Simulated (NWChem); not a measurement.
Atomisation of disulfur (S$_{2}$)

```xyz
2

S      0.0000     0.0000     0.9520
S      0.0000     0.0000    -0.9520
```
Charge 0, spin multiplicity 3.

Everything below was run with NWChem. All single points use one geometry, from UPBE0/def2-SVP, a minimum by its harmonic frequencies.

Basis set: def2-TZVP. The atomisation energy is electronic alone: no zero-point, thermal, spin-orbit or counterpoise terms. No value is extrapolated to the basis-set limit. Free atoms are single determinants with multiplicities S 3. Correlated methods freeze the same cores in atoms and molecule, 10 orbitals in all.

The unpaired electrons of the parent sit in orbitals of symmetry b2g and b3g (D2h labels of the run); other states weren't searched. No SCF solution was tested for a lower state. Open-shell Hartree-Fock references start from PBE0 orbitals. Coupled-cluster values serve here as a point of comparison, not as the truth.

Question: Order these methods by the atomisation energy they give, lowest first: M06-2X, HF, r2SCAN, CCSD(T), MP2.

Answer: HF (50.7 kcal/mol), CCSD(T) (95.0 kcal/mol), MP2 (100.4 kcal/mol), M06-2X (104.4 kcal/mol), r2SCAN (110.9 kcal/mol)
